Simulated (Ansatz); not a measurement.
**LiH (SMILES [LiH]): methods side by side**

LiH has 2 atoms, charge 0, and is taken as a singlet. SMILES: `[LiH]`. Geometry: the measured bond length.

```xyz
2

Li    0.0000    0.0000    0.0000
H     0.0000    0.0000    1.5957
```

Quantity: the energy change with the Li1–H2 bond stretched from 1.596 to 2.393 Å, in eV. The values are calculated.

```csv
level,kind,program,value (eV),less FCI/3-21G
SVWN5/3-21G (restricted),LDA,Ansatz,0.78,+0.11
revPBE/3-21G (restricted),GGA,Ansatz,0.77,+0.10
BHLYP/3-21G (restricted),global hybrid,Ansatz,0.95,+0.28
HSE06/3-21G (restricted),range-separated hybrid,Ansatz,0.86,+0.19
CCSDT(Q)/3-21G (restricted),coupled cluster or CI,Ansatz,0.67,0.00
CCSDT/3-21G (restricted),coupled cluster or CI,Ansatz,0.67,0.00
CCSDTQ/3-21G (restricted),coupled cluster or CI,Ansatz,0.67,0.00
FCI/3-21G,exact in the basis,Ansatz,0.67,0.00
```

FCI/3-21G is exact within its basis and frozen core, so for wave-function methods in that basis the difference is their error; functionals converge differently with the basis, so for them it is only a difference. The first shape isn't each level's own minimum. The values span 0.67 to 0.95 eV. All rows use very small basis sets, so none should be taken for the real molecule's value.
